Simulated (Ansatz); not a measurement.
We consider bcc Li, described by r²SCAN in Ansatz (plane waves, PAW).

Run with plane-wave cutoff 600 eV, 16×16×16 k mesh, Fermi–Dirac smearing 0.1 eV, finite displacements, force constants from a 4×4×4 q mesh, scalar-relativistic PAW data made under PBE.

Computed at the level's own relaxed cell.

Li is taken in the cubic space group Im-3m (No. 229), the bcc (W type) structure, Pearson symbol cI2. Lattice parameters: a = b = c = 3.477 Å, α = β = γ = 90.00°. Li on 2a has 8 Li at 3.011 Å (cubic). (Neighbours: up to the widest gap in distance over summed covalent radii, below 1.35, at either atom.)
(The calculation used a cell of 1 atom; values per cell refer to that cell.)

Harmonic phonon frequencies (cm⁻¹; i marks an imaginary mode):

| q point | frequencies |
|---|---|
| N | 57 190 326 |
| H | 332 332 332 |

No imaginary mode appears at these points.

Ansatz is an electronic-structure program.
